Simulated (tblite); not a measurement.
Species: C4H6N (doublet state).
Geometry (GFN2-xTB, Å), atoms numbered from 1 in this order:
```
atom  x, y, z in Å
C1    -1.735   -0.075    0.165
C2    -0.482   -0.475    0.308
C3     0.542   -0.404   -0.772
C4     1.497    0.762   -0.478
N5     2.680    0.677   -0.218
H6    -2.446   -0.136    0.970
H7    -2.105    0.313   -0.770
H8    -0.129   -0.854    1.257
H9     1.135   -1.318   -0.814
H10    0.080   -0.213   -1.742
H11    0.968    1.724   -0.524
```

Level: GFN2-xTB in tblite, geometry and Hessian alike; calculated harmonic values, unscaled, isolated species. The method is semi-empirical: single wavenumbers can be off by several per cent or more. One conformer, not necessarily the lowest. Open shells enter through the occupations alone, without spin polarisation, and single modes of such species can be off by tens of per cent.

Harmonic wavenumbers (cm⁻¹): 61.1, 78.1, 298.7, 356.9, 438.8, 631.6, 789.0, 889.5, 894.3, 920.5, 963.6, 1013.8, 1059.5, 1160.5, 1182.6, 1227.5, 1285.3, 1404.6, 1446.4, 1686.8, 1835.2, 2792.6, 2979.4, 3002.6, 3070.6, 3098.1, 3132.4.

A = 18765, B = 2643, C = 2603 MHz; mass 68.050 u (most abundant isotopes); point group C1, symmetry number 1; spin multiplicity 2.

Zero-point energy?

½Σν̃ = 18850 cm⁻¹ = 53.90 kcal/mol.

Give the ideal-gas entropy at 400 K and 1 bar in the rigid-rotor, harmonic-oscillator model (classical rotation).

Translation 40.06, rotation 26.20, vibration 18.09, spin (R ln 2) 1.38: S = 85.7 cal/(mol K).

And Cp and H(400 K) − H(0)?

Cp = 27.21 cal/(mol K), of which vibrations give 19.26 (their classical limit is 27 R = 53.7); H(400 K) − H(0) = 6.88 kcal/mol without the zero-point energy, 3.70 from vibrations.

Which modes carry the vibrational entropy at 400 K?

61.1 cm⁻¹: 5.00; 78.1 cm⁻¹: 4.52; 298.7 cm⁻¹: 1.94; 356.9 cm⁻¹: 1.62; 438.8 cm⁻¹: 1.27; 631.6 cm⁻¹: 0.74 cal/(mol K); the other 21 give 3.00 together.

What must be added to the electronic energy to get the Gibbs energy at 400 K and 1 bar?

ZPE + [H(400 K) − H(0)] − T·S = 53.90 + 6.88 − 34.29 = 26.49 kcal/mol.

Hindered rotation and anharmonicity are outside this model. Other conformers, if any are populated, would add a mixing term that is left out. The structure is chiral; the term R ln 2 for an equal mix with its mirror image is left out.
